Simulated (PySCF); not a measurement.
**PH₄F, a cluster of ions as drawn: interaction energy**

An exercise on one series of results from a longer session: the logs are not shown, and one member is left open.

Programs: PySCF 2.14.0. All values are calculated, for the isolated system unless a continuum is named. Atoms count from 0, parts from 1.

## The system as given

6 atoms, charge 0, multiplicity 1; geometry: GFN2-xTB. Parts: 1 = atoms 0–4, `[PH4+]`, charge 1; 2 = atom 5, `[F-]`, charge -1. In the given geometry P0 and F5 of different parts are bonded (1.76 Å), so values for the parts refer to these atom groups.

The first run:

What the job is given:

```
{"job": {"xc": "PBE0", "basis": "def2-SVPD", "d3": "d3bj", "grid": 2, "kind": "geom"}, "charge": 0, "multiplicity": 1, "parts": [{"atoms": "0-4", "charge": 1, "multiplicity": 1}, {"atoms": "5-5", "charge": -1, "multiplicity": 1}]}
P      0.057321     0.317428    -0.165592
H      0.421356    -0.207316     1.128334
H     -0.758117    -0.731429    -0.489905
H     -0.495414     1.467112     0.327409
H      1.338450     0.342545    -0.643537
F     -0.385294     0.956342    -1.742233
```

Run with:

```sh
OMP_NUM_THREADS=1 python cluster_run.py task.json out
```

This one command runs all jobs of the session in turn.

Steps of the session up to this table: Optimising the geometry at PBE0-D3(BJ)/def2-SVPD; Coupled-cluster interaction energy: CCSD(T) and MP2.

One table of the session follows, with a row left open; its other results are not shown here.

It belongs to the step «Coupled-cluster interaction energy: CCSD(T) and MP2». 

| method | interaction energy (kcal/mol) |
| --- | --- |
| HF/aug-cc-pVDZ | -181.98 |
| MP2/aug-cc-pVDZ | ? |
| CCSD/aug-cc-pVDZ | -178.63 |
| CCSD(T)/aug-cc-pVDZ | -178.31 |
| HF/aug-cc-pVTZ | -189.89 |
| MP2/aug-cc-pVTZ | -188.75 |
| SCS-MP2/aug-cc-pVTZ | -188.14 |
| MP2, extrapolated | -189.90 |
| CCSD(T), limit estimate | -190.12 |

Q: Estimate the row for MP2/aug-cc-pVDZ from the others.

As computed: interaction energy (kcal/mol): -178.09. In the column «interaction energy (kcal/mol)» it is the highest.

At this geometry P0 and F5 of different parts are bonded (1.74 Å), so this energy is that of a chemical bond rather than of a weak contact.

Caveats from the session: The interaction energy leaves out the deformation of the parts, 17.13 kcal/mol at MP2. So large a deformation means that a part is far from its own minimum, so a sum across the two methods would be rough.
